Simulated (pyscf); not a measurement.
Structures and frequencies: ωB97X-D3(BJ)/def2-SVP in PySCF.

Q: Estimate by transition-state theory the rate constant of `[SiH3][SH]` + `[SnH3]` [doublet] → `[SiH3][S][SnH3]` + `[H]` [doublet] (doublet surface; H–S broken, S–Sn formed) at 298 K, with ωB97M-D3(BJ)/def2-TZVP energies (ideal gas, 1 atm, RRHO with modes under 100 cm⁻¹ raised to 100, one conformer, R ln 2 for chiral ones without a mode under 150 cm⁻¹; no tunnelling).

A: The electronic barrier is 22.8 kcal/mol and the thermal terms add +7.2, so ΔG‡ = 30.0 kcal/mol. With k_BT/h = 6.21e+12 s⁻¹ and RT = 0.592 kcal/mol, and a volume of 4.06e-20 cm³ per molecule at 1 atm, k = 2.4e-29 cm³ molecule⁻¹ s⁻¹. Wigner's tunnelling factor for 715i cm⁻¹ would be 1.50, likely too low at so high a frequency. A shift of 1 kcal/mol in the barrier changes k by a factor 5.4. This is the saddle that the search found; another between the same sides may lie lower. The angle at the attacked S is 171°. Elements past Kr carry the def2 core potentials, without spin-orbit coupling.
